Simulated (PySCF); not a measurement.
Species: cyanoallene, C4H3N.
SMILES with atom numbers: `[CH2:1]=[C:2]=[CH:3][C:4]#[N:5]` (hydrogens: H6, H7 on C1; H8 on C3)

The geometry is computed with GFN2-xTB (gas phase).

(1) List the bond lengths and angles at this level.

Answers

(1) 
```tsv
bond	length (Å)	order
C1=C2	1.289	double
C2=C3	1.307	double
C3–C4	1.410	single
C4≡N5	1.146	triple
C1–H6, C1–H7	1.078	single
C3–H8	1.083	single
```

Bonds in one row agree within 0.01 Å and their mean is given. Orders are formal, as drawn. A selection of angles:
```tsv
angle	degrees
C2–C1–H6	121.7
H6–C1–H7	116.5
C1–C2–C3	179.3
C2–C3–C4	121.9
C2–C3–H8	122.1
C4–C3–H8	116.0
C3–C4–N5	179.1
```

The 3 C–C bonds span 1.289 Å (C1=C2, drawn double) to 1.410 Å (C3–C4, drawn single), a spread of 0.121 Å. The 5 heavy atoms lie in one plane (0.000 Å rms).

Point group: Cs (tolerance 0.08 Å). No frequency check.
